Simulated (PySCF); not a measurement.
# Telling isomers of C$_{3}$H$_{7}$N apart by NMR

- PBE0-D3(BJ)/def2-SVP structure
- PBE0/pcSseg-1 with gauge-including orbitals
- couplings computed with B3LYP/pcJ-1 (spin–dipole term left out of most H,H and C,H couplings)
- code: PySCF 2.14
- non-relativistic Hamiltonian, one averaged value for each set of equivalent atoms, one computed conformer, isolated molecule

δ = σ(ref) − σ, references computed at the same level: $^{1}$H and $^{13}$C vs TMS. Multiplet labels drop J under 1 Hz and among equivalent protons, and merge close values. Unscaled 3J(H,H) run several per cent high. Vicinal couplings that depend on rotamer populations or ring flexing (ring, CH–CH, X–H and H–F types) are those of the one conformer. Shifts are as computed. Against solution values, carbons near 30 ppm lie about +2 ppm off and those near 130 ppm about +5 ppm. Of 1309 compounds with measured shifts, 239 miss one by over three times the rms of a fit or turn the order of signals round; such compounds aren't used in these exercises. OH and NH positions are gas-phase values without hydrogen bonding to other molecules.

(1) Tabulate the signals of `C=NCC`, `C1CNC1` and their relative energies.

(2) What is the quickest way to tell C=NCC from C1CNC1?

Answers

(1) 
```tsv
SMILES	carbon types	δC	δH	E rel. (kcal/mol)
C=NCC	2×CH2 1×CH3	155.6, 62.8, 18.7	7.55 (dt, 1H), 7.11 (dt, 1H), 3.38 (qt, 2H), 1.27 (t, 3H)	0.0
C1CNC1	3×CH2	50.5, 23.3	3.48 (m, 4H), 2.05 (m, 2H), 0.00 (br s, 1H)	7.7
```

Energies are electronic energies at PBE0/pcSseg-1 on these geometries, without zero-point or thermal terms, each for the one conformer computed, which needn't be the lowest.

(2) Count the carbon signals: 3 against 2. The first has a C=N carbon (CH2) at 155.6 ppm, the second an sp3 CH2 in a ring at 23.3 ppm. Their most deshielded carbons lie at 155.6 and 50.5 ppm. In the proton spectra the most deshielded non-exchanging signals are 7.55 (dt, J = 19.3, 1.8 Hz, 1H) and 3.48 (m, 4H).
